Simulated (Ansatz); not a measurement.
# AlSiHS (singlet): from Hartree-Fock to the top rungs, cc-pVDZ

An exercise on one series of results from a longer session: the logs are not shown, and one member is left open.

Method: cc-pVDZ, core rule «outside noble gas», up to 15 orbitals frozen; program: Ansatz 0.2.0, Gaussian basis.

Plan: UHF; CCSD(T) on RHF; CCSD(T) on UHF; BCCD(T) on RHF; CISD; CCSDT(Q) on RHF; CCSDT(Q) on UHF; CASSCF and MRCISD+Q, 8 electrons in 8 orbitals; CASSCF and NEVPT2, 8 electrons in 8 orbitals.

19 further runs of the same task are left out: 6 that didn't finish, 13 set aside as unsound or not needed.

**What is computed**

The geometry is a PBE0/def2-TZVP stationary point (not a proven minimum) of the parent state, kept for this charge and spin.

4 atoms, charge 0, spin multiplicity 1.

Atoms are counted from 1 here; the program's logs count them from 0.

Bond lengths: S1–Al2 2.199 Å, S1–H4 1.347 Å, Al2–Si3 2.346 Å. Angles: Al2–S1–H4 91.0°, S1–Al2–Si3 178.7°.

Geometry (Å):

```
atom     x (Å)     y (Å)     z (Å)
  S1  -0.00001  -0.37324   1.66950
 Al2   0.00001  -0.30746  -0.52863
 Si3  -0.00001  -0.29120  -2.87500
  H4   0.00000   0.97191   1.73413
```

The first run:

File in.yaml:

```yaml
crystal:
  periodic: [false, false, false]
  atoms:
    - {symbol: S, position_ang: [-0.000005, -0.373242, 1.669500]}
    - {symbol: Al, position_ang: [0.000013, -0.307465, -0.528629]}
    - {symbol: Si, position_ang: [-0.000005, -0.291203, -2.875005]}
    - {symbol: H, position_ang: [-0.000003, 0.971910, 1.734134]}
basis:
  gaussian: {orbitals: cc-pVDZ}
magnetization: {spin_polarized: true, initial_magnetization: 0}
hamiltonian: {xc: hf}
output: {orbitals: {seedname: orbitals}}
```

The run is started by

```
$ ansatz run in.yaml --threads 1 --pin off --events-out ev --progress --plain --max-ram 2393MiB
```

Among the steps run: UHF; CCSD(T) on RHF; CCSD(T) on UHF; BCCD(T) on RHF; CISD; CCSDT(Q) on RHF; CCSDT(Q) on UHF; CASSCF and MRCISD+Q, 8 electrons in 8 orbitals; CASSCF and NEVPT2, 8 electrons in 8 orbitals.

One of the session's tables, all rows but one given; the rest of the session is left out.

```
           method  from RCCSDT(Q) (meV)
              RHF                     ?
              UHF               +7827.8
             RMP2               +1663.9
             UMP2               +1192.7
             CISD               +1550.0
            RCCSD                +471.1
            UCCSD                 +56.4
         RCCSD(T)                +124.2
         UCCSD(T)                -284.6
          BCCD(T)                +123.8
           RCCSDT                 +52.8
           UCCSDT                -489.2
        RCCSDT(Q)                     0
        UCCSDT(Q)                -585.3
  CASSCF frontier               +6771.9
  MRCISD frontier                +929.0
MRCISD+Q frontier                +191.5
```

Q: Estimate the row for RHF from the others.

As computed: from RCCSDT(Q) (meV): +8693.8. In the column «from RCCSDT(Q) (meV)» it is the highest.

Not comparable, so not listed: CASSCF and NEVPT2, 8 electrons in 8 orbitals (they don't share determinant, frozen orbitals or solution with the rows shown, or repeat one).

Caveats from the session: The determinant is far from a pure spin state, so its energy mixes those of several spin states (harmless only where they are near-degenerate, as at dissociation). The program flags UCCSD(T), UCCSDT(Q) as in doubt, so those rows may rest on another solution; read them beside their warnings. Warnings: restricted reference is unstable; spin contamination; large T1 diagnostic. Restricted and unrestricted rows rest on different reference determinants; where their highest levels disagree by more than a few hundredths of an eV, they describe different states and don't form one ladder. Warnings in the runs' records: passed over end.
